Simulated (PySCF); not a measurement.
## Relative stability

Two relaxed structures of CH$_{4}$SSi, closed shell (PBE0-D4/def2-TZVP; forces vanish, vibrations not checked).

A:

```
7
angstrom
Si -0.6609 0.2758 -0.1667
C 0.8493 -0.7000 0.3079
S 1.1550 -0.8617 1.8822
H -1.4890 -0.6370 -0.9972
H -0.1638 1.3981 -1.0047
H -1.5115 0.8339 0.9285
H 2.3050 -1.6077 1.9054
```

B:

```xyz
7
angstrom
Si 0.7273 -0.7056 1.8713
C 0.6736 -0.3471 0.1132
S -0.6865 0.4159 -0.5347
H -1.0946 -0.2564 -1.6569
H -0.2889 1.4575 -1.3312
H -0.6595 -0.1061 2.1480
H 1.4593 -0.5813 -0.5987
```

PySCF 2.14 with density fitting (its default auxiliary sets; JK sets also for MP2 and CCSD(T)); basis: def2-TZVPP; cores frozen in the correlated methods. B3LYP uses VWN-RPA correlation.

Which structure is lower at CCSD(T), and by how much? (Judge from chemistry; the value comes from the calculation.)

The calculation gives: A, by 0.554 eV (electronic energy, against the other). By their contacts, A is CH₄SSi ([SiH3][C][SH]) and B is CH₄SSi ([SiH][CH][SH2]).

All methods give the same order:

```json
{"method": "PBE-D4", "E(B) − E(A) (eV)": "0.296"}
{"method": "r2SCAN-D4", "E(B) − E(A) (eV)": "0.494"}
{"method": "PBE0-D4", "E(B) − E(A) (eV)": "0.364"}
{"method": "B3LYP-D4", "E(B) − E(A) (eV)": "0.488"}
{"method": "wB97M-V", "E(B) − E(A) (eV)": "0.489"}
{"method": "HF", "E(B) − E(A) (eV)": "0.995"}
{"method": "MP2", "E(B) − E(A) (eV)": "0.405"}
{"method": "CCSD", "E(B) − E(A) (eV)": "0.589"}
{"method": "CCSD(T)", "E(B) − E(A) (eV)": "0.554"}
```

The T1 diagnostic stays at or below 0.023. The restricted Hartree–Fock reference is unstable towards an unrestricted one at one or more of these structures.

Labels in which every atom is bracketed show which atoms are joined, not bond orders.

For scale, one of the runs: CCSD(T)/def2-TZVPP, 171 basis functions, launched by `OMP_NUM_THREADS=2 python run.py`. Hardware: 2 CPU threads of an Arm Neoverse V2, shared host. Wall time 3.9 min; peak host memory 1.2 GiB.
